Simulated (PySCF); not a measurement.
## Dipole moment and polarisability across levels of theory

Methoxyacetonitrile, C3H5NO.
Geometry (PBE0-D3(BJ)/def2-SVP, Å), atoms numbered from 1 in this order:
```
atom  x, y, z in Å
C1    -1.3475    0.0746    0.1077
O2    -0.4071   -0.3793   -0.8280
C3     0.8679   -0.5506   -0.3130
C4     1.5095    0.7143    0.0946
N5     1.9802    1.7191    0.4216
H6    -2.3147    0.1377   -0.4073
H7    -1.0884    1.0749    0.5008
H8    -1.4425   -0.6253    0.9608
H9     1.4872   -1.0126   -1.0972
H10    0.8802   -1.2297    0.5643
```

PySCF, dipoles from the SCF density, polarisabilities from static response with core orbitals frozen. Geometry: PBE0-D3(BJ)/def2-SVP, one conformer, isolated molecule.

Question: Compare the levels for these properties.

Answer: 

| level | μ (D) | α (Å³) | anisotropy (Å³) |
| --- | --- | --- | --- |
| LDA/def2-SVPD | 3.269 | 7.07 | 2.31 |
| PBE/def2-SVPD | 3.191 | 6.99 | 2.28 |
| B3LYP/def2-SVPD | 3.240 | 6.79 | 2.17 |
| PBE0/def2-SVPD | 3.252 | 6.71 | 2.16 |
| BHandHLYP/def2-SVPD | 3.314 | 6.53 | 2.06 |
| CAM-B3LYP/def2-SVPD | 3.274 | 6.69 | 2.10 |
| wB97X-D/def2-SVPD | 3.292 | 6.70 | 2.11 |
| LC-wPBE/def2-SVPD | 3.274 | 6.53 | 2.04 |
| HF/def2-SVPD | 3.435 | 6.30 | 1.96 |
| PBE0/6-31G* | 3.115 | 5.46 | 2.26 |
| PBE0/def2-SVP | 3.083 | 5.54 | 2.13 |
| PBE0/6-31+G* | 3.271 | 6.22 | 2.41 |
| PBE0/aug-cc-pVDZ | 3.295 | 6.88 | 2.25 |
| PBE0/def2-TZVP | 3.281 | 6.44 | 2.30 |
| PBE0/def2-TZVPD | 3.294 | 6.88 | 2.22 |

The anisotropy is √(½[(α1 − α2)² + (α2 − α3)² + (α3 − α1)²]). The dipole runs from 3.08 D (PBE0/def2-SVP) to 3.43 D (HF/def2-SVPD). No reference polarisability is at hand; against PBE0 in the largest diffuse basis at hand (def2-TZVPD) the other PBE0 rows deviate by 6-31G* -21%, def2-SVP -20%, 6-31+G* -10%, def2-SVPD -3%, aug-cc-pVDZ 0%, def2-TZVP -6%. In one basis (def2-SVPD) the functionals order the polarisability from HF (lowest) to LDA (highest), a spread of 12%. With PBE0 the polarisability is 5.81 Å³ without diffuse functions (mean of 6-31G*, def2-SVP and def2-TZVP) and 6.67 Å³ with them (mean of 6-31+G*, def2-SVPD, aug-cc-pVDZ and def2-TZVPD).
